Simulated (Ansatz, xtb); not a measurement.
Two isomers of C5H10O

Structure I: `CC(=O)C(C)C`, a singlet. Structure II: `C1CCOCC1`, a singlet. Both are isolated molecules in the gas phase, relaxed with r2SCAN-D4/def2-SVP; each stands in its lowest conformer found.

Quicker runs give these differences E(II) − E(I): GFN2-xTB −9.8 kcal/mol; HF/STO-3G −25.9 kcal/mol (at GFN2-xTB geometries); r2SCAN-D4/def2-SVP//GFN2-xTB +5.8 kcal/mol.

Question: Estimate which is lower in electronic energy at CCSD(T)/def2-SVP + ΔMP2/def2-TZVPP, and by roughly how much.

Answer: The CCSD(T)/def2-SVP + ΔMP2/def2-TZVPP calculation puts structure I lower, by 7.0 kcal/mol.

The same difference at several levels:

| level | geometry | E(II) − E(I) (kcal/mol) | departure from the last row (kcal/mol) | job, with rough time for the two |
| --- | --- | --- | --- | --- |
| GFN2-xTB | GFN2-xTB | −9.8 | −16.9 | optimisation, 0.12 s |
| HF/STO-3G | GFN2-xTB | −25.9 | −32.9 | single point, 0.26 s |
| r2SCAN-D4/def2-SVP//GFN2-xTB | GFN2-xTB | +5.8 | −1.2 | single point, 2.6 s |
| r2SCAN-D4/def2-SVP | r2SCAN-D4/def2-SVP | +6.2 | −0.9 | optimisation, 30 s |
| HF/def2-SVP | r2SCAN-D4/def2-SVP | +8.1 | +1.1 | part of the CCSD(T) run |
| MP2/def2-SVP | r2SCAN-D4/def2-SVP | +9.0 | +1.9 | part of the CCSD(T) run |
| CCSD(T)/def2-SVP | r2SCAN-D4/def2-SVP | +8.7 | +1.7 | single point |
| CCSD(T)/def2-SVP + ΔMP2/def2-TZVPP | r2SCAN-D4/def2-SVP | +7.0 |  | single point, 39 s |

As drawn, II has 2 C–O in place of 1 C=O. Structure I has no ring, II a 6-membered ring.

GFN2-xTB, HF/STO-3G put the two in the other order. The largest departure from CCSD(T)/def2-SVP + ΔMP2/def2-TZVPP is that of HF/STO-3G, 32.9 kcal/mol. The last row adds to CCSD(T) the change of the MP2 difference between the two basis sets, here −1.7 kcal/mol.

With thermal terms from frequencies at re-optimised GFN2-xTB minima (ideal gas, soft modes damped towards free rotors, one conformer each, 298.15 K, 1 atm): on the last row, ΔE + ΔZPE = +9.9, ΔH = +8.4, ΔG = +11.9 kcal/mol.

Tabulated enthalpies of formation at 298 K are −262.6 kJ/mol for I (CRC Handbook of Chemistry and Physics) and −223.4 kJ/mol for II (CRC Handbook of Chemistry and Physics), a difference of +9.4 kcal/mol. Calculated less tabulated ΔH, with the same thermal term: GFN2-xTB −17.9, HF/STO-3G −33.9, r2SCAN-D4/def2-SVP//GFN2-xTB −2.2, r2SCAN-D4/def2-SVP −1.9, HF/def2-SVP +0.1, MP2/def2-SVP +0.9, CCSD(T)/def2-SVP +0.7, CCSD(T)/def2-SVP + ΔMP2/def2-TZVPP −1.0 kcal/mol. Handbook values carry no stated uncertainty.

The correlated steps freeze 6 core orbitals. Run with Ansatz 0.2.0, xtb 6.7.1; the last row on 4 threads of Arm Neoverse V2 on a shared host.
